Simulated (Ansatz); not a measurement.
**Molecular dynamics of AlH5OSi**

The input (input.yaml):

```yaml
crystal:
  periodic: [false, false, false]
  atoms:
    - { symbol: Al, position_ang: [-0.221445, 0.376017, 0.390469] }
    - { symbol: H, position_ang: [1.05146, -0.150279, 1.438226] }
    - { symbol: O, position_ang: [1.416176, -0.58971, 0.292332] }
    - { symbol: Si, position_ang: [2.775792, -1.512073, -0.158028] }
    - { symbol: H, position_ang: [2.341391, -2.873083, -0.573363] }
    - { symbol: H, position_ang: [3.481144, -0.840835, -1.283091] }
    - { symbol: H, position_ang: [3.667467, -1.60017, 1.028182] }
    - { symbol: H, position_ang: [-0.925285, 0.488632, -1.059725] }
basis:
  gaussian: { orbitals: def2-SVPD }
hamiltonian:
  xc: b3lyp
  dispersion: d4
md:
  timestep: 0.5
  n_steps: 200
  ensemble: nve
  temperature: 100.0
  initial_velocities: maxwell_boltzmann
  seed: 3288
```

Command:

```bash
$ ansatz run input.yaml --threads 4 --pin off --max-ram 5120MiB --backend cpu --events-out ev --progress --plain --runs-dir out
```

It starts at the highest image of a converged band. Of that band: Neighbouring images differ by up to 2.0 eV, so the band resolves the path poorly. A vibrational analysis at the climbing image gives 2 clearly imaginary modes (1519i, 47i cm⁻¹): a point of higher order. A lower path may pass nearby, or the ends, which weren't checked, may share the extra mode.

Output, in part (step lines, the closing report, with atoms numbered from 0):

```
md step     0: t =     0.00 fs  T =   100.0 K  F+E_penalty+E_count = -16597.30802501 eV  E_kin = 0.077556 eV  conserved = -16597.23046901 eV  (28 SCF iters)
md step     1: t =     0.50 fs  T =    98.9 K  F+E_penalty+E_count = -16597.30717618 eV  E_kin = 0.076709 eV  conserved = -16597.23046703 eV  (32 SCF iters)
md step     2: t =     1.00 fs  T =    95.5 K  F+E_penalty+E_count = -16597.30455364 eV  E_kin = 0.074100 eV  conserved = -16597.23045400 eV  (32 SCF iters)
md step     3: t =     1.50 fs  T =    90.2 K  F+E_penalty+E_count = -16597.30037606 eV  E_kin = 0.069945 eV  conserved = -16597.23043069 eV  (32 SCF iters)
md step     4: t =     2.00 fs  T =    83.3 K  F+E_penalty+E_count = -16597.29502275 eV  E_kin = 0.064623 eV  conserved = -16597.23039937 eV  (32 SCF iters)
md step     5: t =     2.50 fs  T =    75.6 K  F+E_penalty+E_count = -16597.28899615 eV  E_kin = 0.058632 eV  conserved = -16597.23036388 eV  (32 SCF iters)
md step     6: t =     3.00 fs  T =    67.7 K  F+E_penalty+E_count = -16597.28286122 eV  E_kin = 0.052532 eV  conserved = -16597.23032910 eV  (32 SCF iters)
md step     7: t =     3.50 fs  T =    60.4 K  F+E_penalty+E_count = -16597.27716971 eV  E_kin = 0.046870 eV  conserved = -16597.23029995 eV  (32 SCF iters)
[... lines left out ...]
Total energy: -16597.73928355 eV, -609.9556683189 hartree
Atom 0 at    -0.734770     0.686807     0.168559 Å, force     0.159527    -0.080834    -0.197274 eV/Å
Atom 1 at     2.065274    -1.672965     1.673047 Å, force    -0.352278     0.311510     0.718573 eV/Å
Atom 2 at     2.075868    -0.939365     1.047556 Å, force     0.291804    -0.792649     0.293481 eV/Å
Atom 3 at     2.846853    -1.564561    -0.320603 Å, force    -0.330735     0.636030    -1.094289 eV/Å
Atom 4 at     2.327518    -2.940732    -0.636584 Å, force     0.110777     0.201338     0.126244 eV/Å
Atom 5 at     2.372331    -0.535232    -1.278938 Å, force     0.230092    -0.234179    -0.391790 eV/Å
Atom 6 at     4.338637    -1.592910    -0.296184 Å, force    -0.049648    -0.053816     0.265552 eV/Å
Atom 7 at    -0.197765     0.459226    -1.428422 Å, force    -0.059538     0.012600     0.279503 eV/Å
Dipole moment:     0.214037    -0.364647     0.130700 e Å
```

The steps, from the saved trajectory:

```
time (fs)  T (K)  potential energy less start (eV)  conserved less start (meV/atom)
        0    100                             0.000                             0.00
        3     68                             0.025                             0.02
        6     45                             0.043                             0.02
        9     45                             0.043                             0.01
       12     36                             0.050                             0.03
       15    100                             0.001                             0.04
       18    342                            -0.188                             0.02
       21    510                            -0.318                             0.00
       24    679                            -0.452                            -0.32
       27    423                            -0.250                             0.12
       30    548                            -0.350                            -0.28
       33    796                            -0.544                            -0.51
       36    702                            -0.466                             0.12
       39    950                            -0.663                            -0.43
       42    867                            -0.598                            -0.43
       45    596                            -0.383                             0.17
       48    839                            -0.576                            -0.41
       51   1013                            -0.713                            -0.55
       54    807                            -0.547                             0.15
       57    977                            -0.683                            -0.42
       60    903                            -0.627                            -0.45
       63    667                            -0.439                             0.17
       66    888                            -0.614                            -0.32
       69   1045                            -0.737                            -0.52
       72    775                            -0.522                             0.14
       75    759                            -0.512                            -0.16
       78    754                            -0.511                            -0.41
       81    549                            -0.348                             0.07
       84    515                            -0.320                             0.30
       87    698                            -0.466                            -0.21
       90    707                            -0.471                            -0.08
       93    647                            -0.422                             0.35
       96    653                            -0.430                            -0.08
       99    592                            -0.383                            -0.14
```

All steps were run. The conserved energy stayed within 0.56 meV per atom of its start (net change -0.49 meV per atom), so the integration is sound. The kinetic energy rose, since the run started high on the potential surface and went downhill. It ends in pieces (AlH + H4OSi), so much of that is their flight and rotation, not heat. A run of 0.1 ps of so small a system gives no equilibrium averages. The orbitals stay closed-shell, which can raise the energy where a bond breaks towards radicals; this wasn't checked here.

Between its relaxed ends the band would form H2–O3 and break Al1–H2. These pairs go: H2–O3 1.28 → 0.96 Å, Al1–H2 1.73 → 3.96 Å. In the last frame they stand as after the step (other bonds may differ from the relaxed reactants and products). Also parted: Al1–O3 1.90 → 3.36 Å. It ends as AlH + H4OSi. Pairs count as bonded within 1.25 times the sum of covalent radii (0.12 Å more for H–H).

Last frame:

```xyz
8
Properties=species:S:1:pos:R:3
Al -0.735 0.687 0.169
H 2.065 -1.673 1.673
O 2.076 -0.939 1.048
Si 2.847 -1.565 -0.321
H 2.328 -2.941 -0.637
H 2.372 -0.535 -1.279
H 4.339 -1.593 -0.296
H -0.198 0.459 -1.428
```

Run time: 2 min on 4 threads of Intel(R) Xeon(R) 6975P-C (Granite Rapids), with other jobs on the host, peak memory 0.23 GiB.
